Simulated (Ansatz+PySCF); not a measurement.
Results of a calculation; reference values are marked as such.
# C2H2 → vinylidene

C2H2 (charge 0, multiplicity 1):
```yaml
atoms:
  - { symbol: C, position_ang: [0.0000, 0.0000, -0.6043] }
  - { symbol: C, position_ang: [0.0000, 0.0000, 0.6043] }
  - { symbol: H, position_ang: [0.0000, 0.0000, -1.6792] }
  - { symbol: H, position_ang: [0.0000, 0.0000, 1.6792] }
```

vinylidene (charge 0, multiplicity 1):
```xyz
4

C     0.0000    0.0000   -0.4780
C     0.0000    0.0000    0.8219
H     0.0000   -0.9481   -1.0317
H     0.0000    0.9481   -1.0317
```

Shapes relaxed with PBE0/def2-SVP. Single points in def2-SVP with Ansatz (development build ahead of 0.2.0), no zero-point energy. Correlated methods freeze no orbital on H to Be, one on B to Mg, five on Al to Zn, nine on Ga to Sr.

```
                method  reaction energy
     CCSD (restricted)     183.8 kJ/mol
   CCSD (unrestricted)     184.3 kJ/mol
  CCSD(T) (restricted)     187.9 kJ/mol
CCSD(T) (unrestricted)     188.5 kJ/mol
       HF (restricted)     149.4 kJ/mol
     HF (unrestricted)     147.0 kJ/mol
    MP2 (unrestricted)     230.0 kJ/mol
      PBE (restricted)     190.2 kJ/mol
     PBE0 (restricted)     186.8 kJ/mol
   r2SCAN (restricted)     187.3 kJ/mol
    wB97X (restricted)     180.8 kJ/mol
```

Task: What does MP2 (restricted) give?

Result: 219.5 kJ/mol. Caution for CCSD (unrestricted), CCSD(T) (unrestricted), HF (unrestricted), MP2 (unrestricted): the determinant breaks the point group; the unrestricted determinant is spin contaminated. Caution for MP2 (unrestricted): another reference gives a lower total.
